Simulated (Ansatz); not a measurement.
Two shapes of singlet BNH6.

Shape 1:

```xyz
8

B    -0.0009   -0.0469   -0.8981
N     0.0271   -0.0101    0.7603
H     0.0480   -1.1730   -1.2297
H    -1.0455    0.5784   -1.2845
H     0.9829    0.5596   -1.2364
H     0.0302    0.9600    1.1276
H    -0.8685   -0.4962    1.0983
H     0.7807   -0.4709    1.0640
```

Shape 2:

```xyz
8

B     0.0214   -0.0316   -0.8753
N    -0.0076   -0.0103    0.7534
H     0.0592   -1.1526   -1.2031
H    -1.0558    0.5454   -1.2921
H     0.9555    0.5447   -1.2198
H     0.0627    0.9496    1.1183
H    -0.8932   -0.5151    1.0814
H     0.8056   -0.4521    1.0473
```

Basis set: 6-31G (spherical functions). Frozen core: 2 orbitals. Charge 0, multiplicity 1.

Computed with Ansatz (development build ahead of 0.2.0); each method stands on the lowest determinant of its kind that the runs found.

Q: Which shape is lower in energy, and by how much in each method?

A:

```tsv
method	E(2) − E(1) (eV)
RHF	-0.005
RHF-MP2	-0.017
```

Shape 2 is lower.
